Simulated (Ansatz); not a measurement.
Worked example: basis-set limit for CS (carbon monosulfide)

CS: 2 atoms, total charge 0, spin state singlet. As SMILES, `[C-]#[S+]`. The bond length is the measured one.

| atom | x (Å) | y (Å) | z (Å) |
| --- | --- | --- | --- |
| C | 0.0000 | 0.0000 | 0.0000 |
| S | 0.0000 | 0.0000 | 1.5349 |

MP2 energies, 6 core orbitals frozen (Ansatz 0.2.0):

```
      basis  X  functions  Hartree–Fock (Eh)  correlation (Eh)
aug-cc-pVDZ  2         50        -435.334075         -0.253857
aug-cc-pVTZ  3         96        -435.353696         -0.307823
aug-cc-pVQZ  4        164        -435.359858         -0.327528
```

The correlation energy converges as X⁻³, the Hartree–Fock energy about exponentially.

Estimate the basis-set limit from the two largest sets.


1. Correlation: E(∞) = (4³ E(4) − 3³ E(3))/(4³ − 3³) = (64 × (-0.327528) − 27 × (-0.307823))/37 = -0.341907 Eh.
2. Hartree–Fock: successive steps shrink by 0.314; summing the geometric tail gives -435.359858 + (-0.006162) × 0.314/(1 − 0.314) = -435.362679 Eh.
3. Total: -435.362679 + (-0.341907) = -435.704586 Eh.
4. aug-cc-pVQZ holds 95.8 % of the extrapolated correlation energy, aug-cc-pVTZ 90.0 %.

This is an estimate of the method's limit, not an exact energy.
